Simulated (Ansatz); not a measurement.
A made-up structure of C2H5Mg (charge -1), singlet:

```xyz
8
angstrom
C -1.4057 1.2799 -1.3038
Mg -0.0879 0.1448 -0.3299
C 1.0578 -0.9911 1.0895
H -2.1784 0.8689 -1.9674
H -1.2040 2.3199 -1.5939
H 1.4094 -0.3648 1.9211
H 1.9456 -1.4590 0.6457
H -1.4960 1.1665 -0.2538
```

It is relaxed with PBE-D4/def2-SVPD and then PBE0-D4/def2-TZVPD (Ansatz 0.2.0). Atoms count as bonded within 1.22 times the sum of their covalent radii (H–H: 0.88 Å). The end point is not checked to be a true minimum.

Problem. Does its bonding change? (A judgement: the text doesn't fix the answer.)

Solution. By the calculation: Yes. Formed: none; broken: Mg2–H8.

Where it ends: The first stage lowers the energy by 1.15 eV in 11 steps. It ends as C₂H₅Mg ([CH2][Mg][CH3]), total charge -1:
C1  (-1.467, 1.323, -1.167)
Mg2  (0.100, 0.305, -0.105)
C3  (1.232, -0.904, 1.004)
H4  (-1.968, 0.660, -1.885)
H5  (-1.105, 2.190, -1.733)
H6  (1.599, -0.634, 2.004)
H7  (1.896, -1.666, 0.575)
H8  (-2.247, 1.690, -0.486)
(Å)

The highest PBE0 orbital of the anion lies well above zero, so the extra electron may be unbound in the gas phase

Labels in which every atom is bracketed show which atoms are joined, not bond orders.

For scale, one of the runs: PBE0-D4/def2-TZVPD relaxation, 154 basis functions, launched by `ansatz run in.yaml --threads 2 --pin off --events-out ev --progress --plain --max-ram 4352MiB`. Hardware: 2 CPU threads of an Intel Xeon 6975P-C, shared host. Wall time about 23 s.
